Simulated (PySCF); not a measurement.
## The first ionisation energy along the third row

All values are computed (PySCF 2.14, energy differences of UHF-based or UKS calculations, no spin-orbit coupling). Values in eV. The last column holds reference values (NIST; (s) semi-empirical, (t) theoretical, else measured). Unmarked ones compare directly (S terms, centres of terms, or small fine structure); those marked * lie between the lowest fine-structure levels and include a spin-orbit shift.

| element | configurations | UHF | PBE | r2SCAN | SCS-MP2 (valence and next inner shell) | MP2 (all electrons) | CCSD(T) (valence and next inner shell) | reference |
| --- | --- | --- | --- | --- | --- | --- | --- | --- |
| Mg (aug-cc-pCVTZ-DK, spin-free X2C) | [Ne] 3s2 → [Ne] 3s1 | 6.616 | 7.622 | 7.382 | 7.484 | 7.380 | 7.609 | 7.646 |
| Al (aug-cc-pCVTZ-DK, spin-free X2C) | [Ne] 3s2 3p1 → [Ne] 3s2 | 5.589 | 6.061 | 6.151 | 5.783 | 5.796 | 5.922 | 5.977 |
| Si (aug-cc-pCVTZ-DK, spin-free X2C) | [Ne] 3s2 3p2 → [Ne] 3s2 3p1 | 7.628 | 8.188 | 8.309 | 7.951 | 8.040 | 8.101 | 8.157 |
| P (aug-cc-pCVTZ-DK, spin-free X2C) | [Ne] 3s2 3p3 → [Ne] 3s2 3p2 | 9.897 | 10.482 | 10.626 | 10.314 | 10.495 | 10.466 | 10.526 |
| S (aug-cc-pCVTZ-DK, spin-free X2C) | [Ne] 3s2 3p4 → [Ne] 3s2 3p3 | 9.223 | 10.421 | 10.364 | 10.074 | 9.999 | 10.150 | 10.336 |
| Cl (aug-cc-pCVTZ-DK, spin-free X2C) | [Ne] 3s2 3p5 → [Ne] 3s2 3p4 | 11.752 | 12.963 | 12.991 | 12.765 | 12.772 | 12.774 | 12.974 |
| Ar (aug-cc-pCVTZ-DK, spin-free X2C) | [Ar] → [Ne] 3s2 3p5 | 14.539 | 15.695 | 15.751 | 15.642 | 15.751 | 15.606 | 15.819 |

Q: Which of these methods has the smallest mean absolute error against the measured values here?

A: PBE, with 0.057 eV.

```
                                method  elements  mean error (eV)  mean absolute error (eV)  largest error (eV)
                                   UHF         7           -0.884                     0.884              -1.280
                                   PBE         7            0.000                     0.057              -0.123
                                r2SCAN         7            0.020                     0.115              -0.264
SCS-MP2 (valence and next inner shell)         7           -0.203                     0.203              -0.262
                   MP2 (all electrons)         7           -0.172                     0.172              -0.337
CCSD(T) (valence and next inner shell)         7           -0.115                     0.115              -0.213
```

Errors include the incompleteness of the basis and the frozen core.

"Valence" correlates the outer s and p shells and, in groups 3 to 12 and the f block, the outer d or f shell, open or full, or the next shell where the ion has no valence electron left; the wider scheme adds the next inner shell.
